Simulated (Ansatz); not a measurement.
A run of Ansatz (development build ahead of 0.2.0) on triplet P2H(+) at this shape:

```yaml
atoms:
  - { symbol: H, position_ang: [0.0000, 0.0000, 0.0000] }
  - { symbol: P, position_ang: [0.0000, 2.1152, 1.6231] }
  - { symbol: P, position_ang: [0.0000, -2.1152, 1.6231] }
```

Its results:

| Property | Result |
| --- | --- |
| Converged | yes |
| Total energy | -682.40939 hartree |
| Spin squared of the determinant | 3.133 |
| Stability test | minimum |

Task: Which input gives this output? Name the method, the orbitals and the basis set, and write the input.

Result: PBE (unrestricted) in pcseg-2.

```yaml
crystal:
  periodic: [false, false, false]
  atoms:
    - { symbol: H, position_ang: [0.0, 0.0, 0.0] }
    - { symbol: P, position_ang: [0.0, 2.1152, 1.6231] }
    - { symbol: P, position_ang: [0.0, -2.1152, 1.6231] }
basis:
  gaussian: { orbitals: pcseg-2 }
total_charge: 1
magnetization:
  spin_polarized: true
  initial_magnetization: 2
hamiltonian:
  xc: pbe
```

Caution: charge can spread falsely over distant fragments; the unrestricted determinant is a mixture of spin states; other spin multiplicities may lie lower.
